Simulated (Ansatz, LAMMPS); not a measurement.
How well does each level of theory give the cohesive energy of hcp Sc?

Reference value: 3.93 eV/atom (measured, static lattice: zero-point vibration energy added; as tabulated in Mejia-Rodriguez and Trickey (2018), arXiv:1807.09216).

```
level (code)                    value (eV/atom)  cell (Å³/atom)  error (eV/atom)
------------------------------  ---------------  --------------  ---------------
Lennard-Jones uff-vdw (LAMMPS)             0.01           23.22            -3.92
PBE (Ansatz)                               4.12           24.65            +0.19
PBE-D3(BJ) (Ansatz)                        4.52           23.47            +0.59
r²SCAN+rVV10 (Ansatz)                      4.17           24.69            +0.24
LC-ωPBE (Ansatz)                           3.01           25.25            -0.92
```

Leaving aside Lennard-Jones uff-vdw (doubt noted below), LC-ωPBE (doubt noted below): Of the ranked levels PBE (+0.19 eV/atom) comes nearest. Farthest off among them: PBE-D3(BJ) (+0.59 eV/atom). No ranked level lands within 0.1 eV/atom.

Free atoms are spin-polarised, in the lowest state found; at levels without +SOC their spin–orbit coupling is left out.  Lennard-Jones uff-vdw: this is a force field's van der Waals term alone, without bonds or charges. LC-ωPBE: the free atom's electronic state is in doubt. Each level is taken at its own relaxed cell. Cutoffs and k meshes differ between the levels. Ansatz's density-functional and Hartree–Fock values are scalar-relativistic unless marked +SOC, with PAW data made under PBE.

Differences are worked out from the printed values.

Ansatz is a quantum-chemistry and plane-wave program.
